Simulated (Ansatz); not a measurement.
# [AlH3]− (SMILES [AlH3-]) at UCCSD/6-31G(d) (spherical functions)

What is the energy change on altering one bond length of [AlH3]− at UCCSD/6-31G* (spherical functions)? 

The results are computed with Ansatz 0.2.0.

### 1 The molecule

[AlH3]− has 4 atoms, charge -1, and is taken as a doublet. SMILES: `[AlH3-]`. The shape comes from GFN2-xTB, which is rough for such elements, and wasn't checked as a minimum.

Bond lengths: Al1–H2 1.684 Å, Al1–H3 1.685 Å, Al1–H4 1.685 Å. Angles: H2–Al1–H3 101.1°, H2–Al1–H4 101.1°, H3–Al1–H4 101.1°.

### 2 The energy at UCCSD/6-31G(d) (spherical functions)

molecule.yaml reads:

```yaml
basis:
  gaussian:
    orbitals: 6-31G_st_-spherical.json
crystal:
  periodic: [false, false, false]
  atoms:
    - symbol: Al
      position_ang: [-0.161060, 0.455350, -0.307260]
    - symbol: H
      position_ang: [0.471920, 0.754070, 1.224440]
    - symbol: H
      position_ang: [-1.350110, -0.683860, 0.050500]
    - symbol: H
      position_ang: [1.039250, -0.525560, -0.967690]
correlation:
  method: ccsd
  frozen_orbitals: {Al: 5, H: 0}
magnetization:
  spin_polarized: true
  initial_magnetization: 1
scf:
  omitted_lower_state_checks: [cluster_reference, increment]
total_charge: -1
accuracy: high
```

The basis set 6-31G* is read from a file made from the Basis Set Exchange's data (not shown).

On the command line:

```console
ansatz run molecule.yaml --threads 1 --pin off --max-ram 2610MiB --events-out events.jsonl --progress --plain --runs-dir runs
```

The log of the run (excerpt; [...] marks lines left out):

```text
Warning: RAYON_NUM_THREADS=1 ignored (pool sized by the plan → 1); use --threads N
Functional definition: HF
  name "HF"
[...]
453 factors; integrals over basis functions are off by at most 3.8e-9 eV
[...]
mean field -6628.56299754 eV, -243.5951971581 hartree, gradient 2.3e-8 eV, S^2 0.752237; 0 other end points of the search recorded, 0 dependent functions left out
5 core orbitals not correlated: weight in the atoms' cores, before any rotation towards them, 1.000 or more for the frozen orbitals, at most 0.000 for the correlated occupied ones
reference -6628.56299754 eV, -243.5951971581 hartree; 4, 3 occupied and 15, 16 virtual orbitals, 453 factors
second order -1.56553254 eV of doubles, -0.00000000 eV of singles
cycle   1  -1.94827524 eV  change   -3.8e-1 eV  update   5.8e-2
[...]
cycle  20  -2.15410597 eV  change   3.3e-10 eV  update  5.6e-10
Total energy: -6630.71710351 eV, -243.6743590923 hartree
Checks for a lower state left out: cluster_reference, increment
```

Wall time 0.28 s (1 thread of Arm Neoverse V2, shared host).

### 3 The distorted shape

input.yaml reads:

```yaml
crystal:
  periodic: [false, false, false]
  atoms:
    - symbol: Al
      position_ang: [-0.319322, 0.380662, -0.690227]
    - symbol: H
      position_ang: [0.471920, 0.754070, 1.224440]
    - symbol: H
      position_ang: [-1.508372, -0.758548, -0.332467]
    - symbol: H
      position_ang: [0.880988, -0.600248, -1.350657]
basis:
  gaussian: {orbitals: 6-31G_st_-spherical.json}
total_charge: -1
magnetization: {spin_polarized: true, initial_magnetization: 1}
scf: {omitted_lower_state_checks: [cluster_reference, increment]}
accuracy: high
correlation: {method: ccsd, frozen_orbitals: {Al: 5, H: 0}}
```

The basis set 6-31G* is read from a file made from the Basis Set Exchange's data (not shown).

On the command line:

```console
ansatz run input.yaml --threads 1 --pin off --max-ram 2610MiB --events-out events.jsonl --progress --plain --runs-dir runs
```

The log of the run (excerpt; [...] marks lines left out):

```text
Warning: RAYON_NUM_THREADS=1 ignored (pool sized by the plan → 1); use --threads N
[... 2 set-up lines as earlier in the session ...]
[...]
454 factors; integrals over basis functions are off by at most 3.6e-9 eV
[...]
mean field -6627.97892477 eV, -243.5737328797 hartree, gradient 1.7e-8 eV, S^2 0.752105; 0 other end points of the search recorded, 0 dependent functions left out
5 core orbitals not correlated: weight in the atoms' cores, before any rotation towards them, 1.000 or more for the frozen orbitals, at most 0.000 for the correlated occupied ones
reference -6627.97892477 eV, -243.5737328797 hartree; 4, 3 occupied and 15, 16 virtual orbitals, 454 factors
second order -1.55765034 eV of doubles, -0.00000000 eV of singles
cycle   1  -1.95226161 eV  change   -3.9e-1 eV  update   6.5e-2
[...]
cycle  23  -2.19818602 eV  change   2.8e-10 eV  update  5.1e-10
Total energy: -6630.17711078 eV, -243.6545147259 hartree
Checks for a lower state left out: cluster_reference, increment
```

It took 0.3 s on 1 thread of Arm Neoverse V2, shared host.

### 4 Outcome

At UCCSD/6-31G* (spherical functions), 5 core orbitals frozen:

| quantity | value |
| --- | --- |
| first shape: total energy | -243.67436 Eh |
| first shape: correlation energy (5 core orbitals frozen) | -79.2 mEh |
| first shape: ⟨S²⟩ of the reference determinant | 0.752 |
| first shape: T1 diagnostic | 0.018 |
| distorted shape: total energy | -243.65451 Eh |
| distorted shape: correlation energy (5 core orbitals frozen) | -80.8 mEh |
| distorted shape: ⟨S²⟩ of the reference determinant | 0.752 |
| distorted shape: T1 diagnostic | 0.023 |
| energy change with the Al1–H2 bond stretched from 1.684 to 2.105 Å | 0.540 eV |

What this shows: With the Al1–H2 bond stretched from 1.684 to 2.105 Å the energy rises by 0.54 eV (12.5 kcal/mol). The first shape isn't relaxed at this level, so the change isn't measured from a minimum.
